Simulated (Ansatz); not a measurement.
Reading a saddle point

A first-order saddle point of AlNH$_{4}$, closed shell, PBE0-D4/def2-TZVP, with one imaginary mode of 1465i cm⁻¹:

```tsv
atom	x (Å)	y (Å)	z (Å)
Al1	-0.9176	0.5773	-0.6647
N2	0.3544	-0.5018	0.2541
H3	0.6734	0.0784	-1.0312
H4	-1.4597	1.6743	0.3845
H5	0.8232	-0.3922	1.1556
H6	0.5264	-1.4360	-0.0985
```

Program: Ansatz 0.2.0. Basis: def2-TZVPP and def2-QZVPP. Cores are frozen in the correlated methods. Extrapolation: Hartree–Fock as exp(−7.88 √X), correlation as X^−2.97.

Which contacts change along the imaginary mode, and what lies on either side? (A judgement: the text doesn't fix the answer.)

The calculation gives: The step is AlNH₄ ([NH2][AlH2]) → AlH + NH₃ (still joined by a long Al–N bond), with the molecules in contact on both sides. Shortening one way: N2–H3; lengthening the same way: Al1–N2, Al1–H3.
```json
{"pair": "N2–H3", "one side (Å)": "2.87", "saddle (Å)": "1.45", "other side (Å)": "1.02"}
{"pair": "Al1–N2", "one side (Å)": "1.77", "saddle (Å)": "1.90", "other side (Å)": "2.22"}
{"pair": "Al1–H3", "one side (Å)": "1.58", "saddle (Å)": "1.71", "other side (Å)": "2.73"}
```

Which side is lower, and how far does the saddle lie above each? (To be estimated.)

The calculation gives: The side with Al1–N2, Al1–H3 short is lower by 36.20 kcal/mol; the saddle lies 72.69 kcal/mol above it and 36.49 kcal/mol above the other (CCSD(T) at an estimated basis limit (MP2 extrapolated from triple and quadruple zeta, plus CCSD(T) − MP2 in triple zeta); electronic energies).

The T1 diagnostic stays at or below 0.020. The restricted Hartree–Fock reference is unstable towards an unrestricted one at one or more of these structures. A large double-excitation amplitude points to some diradical character; no triplet was computed.

Labels in which every atom is bracketed show which atoms are joined, not bond orders.

For scale, one of the runs: CCSD(T)/def2-TZVPP, 129 basis functions, launched by `ansatz run in.yaml --threads 2 --pin off --events-out ev --progress --plain --max-ram 4352MiB`. The run took about 3.6 s on 2 CPU threads of an Arm Neoverse V2 (shared host).
